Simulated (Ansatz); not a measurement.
**BSiH₂+ (triplet): from Hartree-Fock to the top rungs, def2-TZVPP**

An exercise on one series of results from a longer session: the logs are not shown, and one member is left open.

The runs use Ansatz 0.2.0, Gaussian basis; def2-TZVPP, core rule «outside noble gas», up to 6 orbitals frozen.

Plan: UHF; ROHF; CCSD(T) on UHF.

2 further runs of the same task are left out: 2 set aside as unsound or not needed.

## The geometry

The geometry is a PBE0/def2-TZVP stationary point (not a proven minimum) of the parent state, kept for this charge and spin.

4 atoms, charge 1, spin multiplicity 3.

Atoms are counted from 1 here; the program's logs count them from 0.

Bond lengths: Si1–B2 1.925 Å, B2–H3 1.203 Å, B2–H4 1.203 Å. Angles: Si1–B2–H3 121.5°, Si1–B2–H4 121.5°, H3–B2–H4 117.1°.

Set-up of the first run:

in.yaml

```yaml
crystal:
  periodic: [false, false, false]
  atoms:
    - {symbol: Si, position_ang: [0.000000, 0.000000, 0.634524]}
    - {symbol: B, position_ang: [0.000000, 0.000000, -1.290679]}
    - {symbol: H, position_ang: [0.000000, -1.025810, -1.918468]}
    - {symbol: H, position_ang: [0.000000, 1.025810, -1.918468]}
basis:
  gaussian: {orbitals: def2-TZVPP}
total_charge: 1
magnetization: {spin_polarized: true, initial_magnetization: 2}
hamiltonian: {xc: hf}
output: {orbitals: {seedname: orbitals}}
```

Started as:

```sh
ansatz run in.yaml --threads 1 --pin off --events-out ev --progress --plain --max-ram 4096MiB --backend cpu
```

Among the steps run: UHF; ROHF; CCSD(T) on UHF.

One table of the session follows, with a row left open; its other results are not shown here.

It belongs to the step «Misses and costs». 

```
  method  from UCCSD(T) (kJ/mol)
    ROHF                       ?
     UHF                  +492.7
    UMP2                  +104.2
   UCCSD                   +19.3
UCCSD(T)                       0
```

Estimate the missing values for ROHF.

The run gave: from UCCSD(T) (kJ/mol): +504.3. In the column «from UCCSD(T) (kJ/mol)» it is the highest.
